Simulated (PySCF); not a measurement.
C₂H₈Si, SMILES C[SiH2]C, point group C2v.

Force field and properties: B3LYP/pcSseg-1 (PySCF, grid level 2). Vibrational terms come from second-order perturbation theory with semi-diagonal cubic constants, by steps of ±0.6 along the normal coordinates of each isotopologue. The parent has the commonest isotopes.

Equilibrium geometry (Å):

```
atom        x        y        z
  C1  -2.3854   1.8877   0.6784
 Si2  -0.8689   0.7692   0.7433
  C3   0.3711   1.2030  -0.6091
  H4  -2.1093   2.9407   0.8116
  H5  -3.1017   1.6305   1.4676
  H6  -2.9051   1.7979  -0.2831
  H7  -1.2946  -0.6521   0.5879
  H8  -0.2135   0.8995   2.0771
  H9  -0.0738   1.0965  -1.6058
 H10   1.2496   0.5483  -0.5666
 H11   0.7232   2.2369  -0.5095
```

Give the equilibrium and ground-state rotational constants (MHz) of parent; ²H at 5; ³⁰Si at 2.


```
  species     Ae      Be      Ce     A0      B0      C0  Δ0 (u Å²)  harmonic ZPE (cm⁻¹)
   parent  16689  5809.8  4808.3  16576  5786.4  4779.9    -12.097                19695
  ²H at 5  16685    5435  4548.4  16562  5413.5  4522.9    -12.132                19031
³⁰Si at 2  16402  5809.8  4784.2  16292  5786.6    4756    -12.093                19679
```

Δ0 = Ic − Ia − Ib from the ground-state constants.

How is the parent's vibrational correction B0 − Be made up?


| axis | harmonic | Coriolis | cubic | total (MHz) |
| --- | --- | --- | --- | --- |
| a | 63.4 | -90.1 | -86.5 | -113 |
| b | 11.9 | -8.84 | -26.5 | -23.4 |
| c | 4.85 | -5.37 | -27.9 | -28.4 |

And its quartic centrifugal distortion constants from the harmonic force field?

Asymmetric top, A reduction, Ir representation: ΔJ = 5.2 kHz, ΔJK = -35.8 kHz, ΔK = 167 kHz, δJ = 1.63 kHz, δK = 4.87 kHz.

A mode lies under 250 cm⁻¹, where this perturbation treatment is rough. Internal rotors are held in one well.
